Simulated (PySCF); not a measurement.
Homolysis of single bonds, series C SH-H. Gas-phase values, no solvent. One relaxed conformer stands for each flexible species; it need not be the lowest. Strings in code marks are SMILES.

The highest occupied spin orbital from two functionals at the same geometries (B3LYP-D3(BJ)/def2-TZVP), both in PySCF: PBE-D3(BJ)/def2-TZVP and ωB97X-D3(BJ)/def2-TZVP. 

```json
[
 {"species": "radical fragment (`S[C](S)S`)", "PBE-D3(BJ)/def2-TZVP (eV)": "-3.87"},
 {"species": "radical fragment (`[SH]`)", "PBE-D3(BJ)/def2-TZVP (eV)": "-6.12"},
 {"species": "radical fragment (`S[CH]S` (H–S–C–S torsion 41°, S–C–S–H torsion -161°))", "PBE-D3(BJ)/def2-TZVP (eV)": "-3.92"},
 {"species": "radical fragment (`[CH2]S`)", "PBE-D3(BJ)/def2-TZVP (eV)": "-3.97"},
 {"species": "radical fragment (`[CH3]`)", "PBE-D3(BJ)/def2-TZVP (eV)": "-5.38"}
]
```

**Question.** What does ωB97X-D3(BJ)/def2-TZVP give for each?

**Answer.** 
- radical fragment (`S[C](S)S`): -7.39
- radical fragment (`[SH]`): -9.95
- radical fragment (`S[CH]S` (H–S–C–S torsion 41°, S–C–S–H torsion -161°)): -7.48
- radical fragment (`[CH2]S`): -7.58
- radical fragment (`[CH3]`): -9.18
Over these rows, drawn at random from the members with no instability flagged (it was tested for open shells, ions and some series alone), PBE minus ωB97X-D3(BJ): mean +3.66 eV, from +3.52 eV to +3.83 eV.
